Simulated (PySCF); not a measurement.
These 3 structures share the formula C5H8O. Method: PBE0-D3(BJ)/def2-SVP geometry optimisation, gas phase (PySCF). One conformer each; no zero-point energy, no entropy. No frequencies were run at this level. Point groups hold within 0.08 Å.

Problem. Order them by energy at this level, lowest first, and give relative energies in kcal/mol.
A. `[CH3:1][C:2]#[C:3][CH2:4][CH2:5][OH:6]` with C3–C4–C5–O6 178°, C4–C5–O6–H 67° (3-pentyn-1-ol)
B. `[CH3:1][CH2:2]/[CH:3]=[CH:4]/[CH:5]=[O:6]` with C1–C2–C3–C4 120°, C3–C4–C5–O6 180°
C. `[CH2:1]=[CH:2]/[CH:3]=[CH:4]/[O:5][CH3:6]` with C1–C2–C3–C4 180°, C3–C4–O5–C6 0°

Solution. B (0.0), C (18.4), A (28.4).

As drawn, the lowest has a C=O bond and a C=C bond outside aromatic rings, which the highest lacks; the highest has a C≡C bond and an O–H bond, which the lowest lacks.

```
    SMILES      E (Eh)  E rel (kcal/mol)  dipole (D)  point group      A, B, C (MHz)
CC/C=C/C=O  -270.03653               0.0        3.95           C1  16453, 1304, 1286
C=C/C=C/OC  -270.00713              18.4        1.28           Cs  12874, 1603, 1439
   CC#CCCO  -269.99120              28.4        1.63            –  19127, 1207, 1163
```
